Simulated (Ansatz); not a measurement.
# C2H6N2: the cost of one run

Program: Ansatz 0.2.0. Level of theory: RKS r2SCANh-D4/def2-mTZVP. These are calculated values, not measurements.

## Step 1: The structure to begin with

Bond lengths: C1–N2 1.384 Å, N2–C3 1.330 Å, C3–N4 1.360 Å, C1–H5 1.130 Å, C1–H6 1.151 Å, C1–H7 1.102 Å, N2–H8 0.974 Å, C3–H9 1.140 Å, N4–H10 1.018 Å. Angles: C1–N2–C3 123.4°, C1–N2–H8 116.7°, C3–N2–H8 114.4°, N2–C1–H5 112.1°, N2–C1–H6 112.4°, N2–C1–H7 114.8°, H5–C1–H6 104.2°, H5–C1–H7 106.6°, H6–C1–H7 105.9°, N2–C3–N4 131.2°, N2–C3–H9 114.9°, N4–C3–H9 113.9°, C3–N4–H10 103.8°.

Structure file:

```xyz
10

C    -0.8461    0.2573   -0.7225
N    -0.2511   -0.6731    0.1115
C     0.8624   -0.4347    0.7987
N     1.8159    0.5248    0.6541
H    -1.7725   -0.1522   -1.2241
H    -1.2213    1.1831   -0.1507
H    -0.1963    0.6418   -1.5258
H    -0.8382   -1.3372    0.5151
H     1.0762   -1.1762    1.6383
H     1.4541    1.1152   -0.0918
```

## Step 2: Relaxing end A

input.yaml reads:

```yaml
crystal:
  periodic: [false, false, false]
  atoms:
    - { symbol: C, position_ang: [-0.8461, 0.2573, -0.7225] }
    - { symbol: "N", position_ang: [-0.2511, -0.6731, 0.1115] }
    - { symbol: C, position_ang: [0.8624, -0.4347, 0.7987] }
    - { symbol: "N", position_ang: [1.8159, 0.5248, 0.6541] }
    - { symbol: H, position_ang: [-1.7725, -0.1522, -1.2241] }
    - { symbol: H, position_ang: [-1.2213, 1.1831, -0.1507] }
    - { symbol: H, position_ang: [-0.1963, 0.6418, -1.5258] }
    - { symbol: H, position_ang: [-0.8382, -1.3372, 0.5151] }
    - { symbol: H, position_ang: [1.0762, -1.1762, 1.6383] }
    - { symbol: H, position_ang: [1.4541, 1.1152, -0.0918] }
basis:
  gaussian: { orbitals: def2-mTZVP }
hamiltonian:
  xc: r2scanh
  dispersion: d4
relax:
  f_tol: 0.015
  max_steps: 40
output:
  orbitals: {}
```

Run with:

```console
> ansatz run input.yaml --threads 2 --pin off --max-ram 3072MiB --backend cpu --events-out ev --progress --plain --runs-dir out
```

Q: Estimate wall time and peak memory on 2 threads of Arm Neoverse N1, shared host.

About 53 s, with a peak of 0.18 GiB.
